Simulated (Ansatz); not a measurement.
# FH7Si2: the cost of one run

Method: RKS PBE-D4/def2-SVP, in Ansatz 0.2.0.

## 1. The starting structure

Bond lengths: Si1–H3 1.454 Å, Si1–H4 1.480 Å, Si1–Si5 2.301 Å, Si1–F7 2.003 Å, Si5–H8 1.465 Å, Si5–H9 1.466 Å, Si5–H10 1.463 Å. Angles: H3–Si1–H4 101.9°, H3–Si1–Si5 123.4°, H3–Si1–F7 83.1°, H4–Si1–Si5 109.5°, H4–Si1–F7 151.8°, Si5–Si1–F7 89.7°, Si1–Si5–H8 109.2°, Si1–Si5–H9 112.7°, Si1–Si5–H10 113.0°, H8–Si5–H9 107.4°, H8–Si5–H10 107.0°, H9–Si5–H10 107.3°.

Coordinates:

```xyz
10

Si   -0.8690   -0.0490   -0.2550
H    -0.7975   -1.9120   -0.4580
H    -1.5273    0.6189   -1.3668
H    -1.9891   -0.2342    0.6950
Si    0.9442    0.8288    0.8570
H    -0.1783   -1.6705   -1.1773
F     0.3527   -0.7159   -1.6957
H     0.4718    1.6505    1.9746
H     1.8207   -0.2063    1.4141
H     1.7719    1.6898    0.0120
```

## 2. Pulling towards end A

Springs on the bonds that form and break draw the guess towards this end; the thresholds are loose.

Contents of input.yaml:

```yaml
crystal:
  periodic: [false, false, false]
  atoms:
    - { symbol: Si, position_ang: [-0.869, -0.049, -0.255] }
    - { symbol: H, position_ang: [-0.7975, -1.912, -0.458] }
    - { symbol: H, position_ang: [-1.5273, 0.6189, -1.3668] }
    - { symbol: H, position_ang: [-1.9891, -0.2342, 0.695] }
    - { symbol: Si, position_ang: [0.9442, 0.8288, 0.857] }
    - { symbol: H, position_ang: [-0.1783, -1.6705, -1.1773] }
    - { symbol: F, position_ang: [0.3527, -0.7159, -1.6957] }
    - { symbol: H, position_ang: [0.4718, 1.6505, 1.9746] }
    - { symbol: H, position_ang: [1.8207, -0.2063, 1.4141] }
    - { symbol: H, position_ang: [1.7719, 1.6898, 0.012] }
basis:
  gaussian: { orbitals: def2-SVP }
hamiltonian:
  xc: pbe
  dispersion: d4
relax:
  f_tol: 0.15
  max_steps: 25
  restrain:
    - { distance: [0, 6], at: 2.98, k: 30.0 }
    - { distance: [5, 1], at: 1.92, k: 30.0 }
    - { distance: [0, 1], at: 1.42, k: 30.0 }
    - { distance: [5, 6], at: 0.88, k: 30.0 }
```

Run with:

```
ansatz run input.yaml --threads 2 --pin off --max-ram 3072MiB --backend cpu --events-out ev --progress --plain --runs-dir out
```

**Question.** How long does this run take on 2 threads of AMD EPYC 9R14 (Zen 4), shared host, and how much memory does it need?

About 8.2 s, with a peak of 0.13 GiB.
